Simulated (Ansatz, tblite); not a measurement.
Removing and adding an electron: the cluster Al₃H₃. The state is a singlet with charge 0. Geometry: PBE-D4/def2-TZVP. Ansatz, gas phase; energy differences of separate SCF runs; the oxidised species was run as a doublet alone; the reduced species was run as a doublet alone.

```xyz
6

Al   -1.146   -0.218    0.771
Al    0.197   -2.002   -0.277
Al    1.389    0.148   -0.069
H    -0.298   -0.196   -0.977
H    -2.369    0.803    1.035
H     2.227    1.466   -0.483
```

The xTB rows come from tblite. Correlated methods freeze 15 core orbitals. In CCSD on the charge 1 doublet the largest single amplitude is 0.18, so its Hartree–Fock determinant may place the open shell otherwise than the density functionals do. The structure comes from a short search, and lower isomers may exist.

```tsv
level	−HOMO (eV)	vertical IE (eV)	−LUMO (eV)	vertical EA (eV)	HOMO–LUMO gap (eV)	IE − EA (eV)	remarks
GFN1-xTB	9.71	12.33	5.85	3.33	3.86	9.00	–
GFN2-xTB	8.42	11.41	6.77	3.66	1.65	7.75	–
PBE-D4/def2-TZVP	5.19	7.69	3.18	–	2.01	–	–
PBE-D4/def2-TZVPD	5.18	–	3.17	1.08	2.01	–	HOMO above zero (-1 doublet), restricted SCF unstable in HF (singlet)
r2SCAN-D4/def2-TZVP	5.35	7.67	3.10	–	2.25	–	restricted SCF unstable in HF (singlet)
r2SCAN-D4/def2-TZVPD	5.33	–	3.09	1.14	2.24	–	HOMO above zero (-1 doublet), restricted SCF unstable in HF (singlet)
PBE0-D4/def2-TZVP	6.01	7.73	2.55	–	3.45	–	restricted SCF unstable in HF (singlet)
PBE0-D4/def2-TZVPD	5.99	–	2.55	1.11	3.45	–	HOMO above zero (-1 doublet), restricted SCF unstable in HF (singlet)
MP2/def2-TZVPD	–	–	–	0.79	–	–	restricted SCF unstable (singlet)
CCSD/def2-TZVPD	–	–	–	0.91	–	–	restricted SCF unstable (singlet)
CCSD/def2-TZVPP	–	7.72	–	–	–	–	large T1 (0.068) (+1 doublet), restricted SCF unstable (singlet), spin-contaminated (⟨S²⟩ 1.14) (+1 doublet)
CCSD(T)/def2-TZVPD	–	–	–	0.94	–	–	restricted SCF unstable (singlet)
CCSD(T)/def2-TZVPP	–	7.81	–	–	–	–	large T1 (0.068) (+1 doublet), restricted SCF unstable (singlet), spin-contaminated (⟨S²⟩ 1.14) (+1 doublet)
```

Run but left out: HF/def2-TZVPP, HF/def2-TZVPD (singlet: restricted singlet, unstable towards broken spin symmetry); MP2/def2-TZVPP (charge +1 doublet: ⟨S²⟩ 1.14, where a pure state has 0.75).   A HOMO above zero means that the electron is unbound at that level or that self-interaction error raises the level; the energy of removing that electron tells which. Raw xTB energy differences between charge states are shifted by several eV; the methods need an empirical correction for them.
